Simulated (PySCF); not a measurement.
Sulfur dicyanide, C2N2S.
Structure used (PBE0-D3(BJ)/def2-TZVP), in Å, numbered top down from 1:
```xyz
5
C2N2S angstrom
N     -2.258   -0.206    0.228
C     -1.162   -0.053    0.554
S      0.395    0.196    1.162
C      1.277   -0.040   -0.260
N      1.959   -0.186   -1.178
```

Computed at PBE0/pcSseg-2 (PySCF, non-relativistic), with Q(14N) = 0.02044 b, Q(33S) = −0.0678 b: N1, 14N (I = 1): χzz = -4.763 MHz, η = 0.437; S3, 33S (I = 3/2): χzz = 48.91 MHz, η = 0.715.

(1) Where would the pure quadrupole (NQR) lines of 14N at N1 fall for the rigid, isolated species?

(2) Where would the pure quadrupole (NQR) lines of 33S at S3 fall for the rigid, isolated species?

## Answers

(1) From ν± = (3/4)|χ|(1 ± η/3) and ν0 = |χ|η/2: ν+ 4.092 MHz, ν− 3.051 MHz, ν0 1.041 MHz (cyano nitrogen).

(2) From ν = (|χ|/2)√(1 + η²/3): ν = 26.45 MHz (sulfur bonded to 2 C).

In a crystal, neighbours and librations shift these lines. Isolated species at its PBE0-D3(BJ)/def2-TZVP geometry, gas phase.
